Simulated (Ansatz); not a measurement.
The input, for Ansatz 0.2.0:

```yaml
crystal:
  periodic: [false, false, false]
  atoms:
    - {symbol: Mn, position_ang: [0.000000, 0.000000, 0.391274]}
    - {symbol: C, position_ang: [0.000000, 0.000000, -1.440726]}
    - {symbol: H, position_ang: [0.000000, 0.890458, -2.079332]}
    - {symbol: H, position_ang: [0.000000, -0.890458, -2.079332]}
basis:
  gaussian: {orbitals: def2-SVP}
magnetization: {spin_polarized: true, initial_magnetization: 5}
hamiltonian: {xc: {name: PBE}}
output: {orbitals: {seedname: orbitals}}
```

```sh
$ ansatz run in.yaml --threads 1 --pin off --events-out ev --progress --plain --max-ram 2393MiB
```

The program prints:

```
701 factors; their error is unknown
mean field evaluation 1: about -32361.5184 eV, gradient 4.7e1 eV
mean field evaluation 2: about -32306.1567 eV, gradient 8.7e1 eV
mean field evaluation 4: about -32366.7746 eV, gradient 4.0e1 eV
mean field evaluation 8: about -32373.7951 eV, gradient 1.4e-1 eV
mean field evaluation 16: about -32373.7750 eV, gradient 1.4e-3 eV
mean field evaluation 32: about -32372.0506 eV, gradient 2.8e0 eV
mean field evaluation 64: about -32373.6743 eV, gradient 1.0e0 eV
mean field evaluation 96: about -32373.5770 eV, gradient 4.0e0 eV
mean field evaluation 128: about -32370.7410 eV, gradient 5.5e0 eV
mean field -32373.77504573 eV, -1189.7142891977 hartree, gradient 1.9e-6 eV, S^2 8.794996; 14 other end points of the search recorded, 0 dependent functions left out
reference -32373.77509539 eV, -1189.7142910226 hartree; 19, 14 occupied and 36, 41 virtual orbitals, 701 factors
Total energy: -32373.77509539 eV, -1189.7142910226 hartree
```

Ran on 1 thread of Intel Xeon Platinum 8488C, shared host: 12 s wall, 0.14 GiB peak host memory.
